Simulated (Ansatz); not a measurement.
Basis-set extrapolation for `CCCC(C)(C)CC` (PBE0-D4/def2-TZVP geometry, frozen core, Ansatz). Multiplicity 1, RHF reference.

|  | def2-TZVPP | def2-QZVPP |
| --- | --- | --- |
| HF | -313.539528 | -313.554328 |
| MP2 correlation | -1.428745 | -1.515615 |
| CCSD(T) correlation | -1.577533 | not run |

Energies in hartree. Use E(X) = E(∞) + A·exp(−7.88·√X) for Hartree–Fock and E(X) = E(∞) + B·X^(−2.97) for correlation, with X = 3 and 4, and add CCSD(T) minus MP2 of the smaller set to the MP2 limit.

Task: What is the CCSD(T) energy at the basis-set limit?

Result: HF limit: -313.554328 + (-0.014800) × 0.13774 = -313.55637. MP2 limit: -1.515615 + (-0.086870) × 0.74074 = -1.57996. Higher-order term: -1.577533 − (-1.428745) = -0.14879. Total: -315.28512 hartree, 4.57 eV below CCSD(T)/def2-TZVPP.
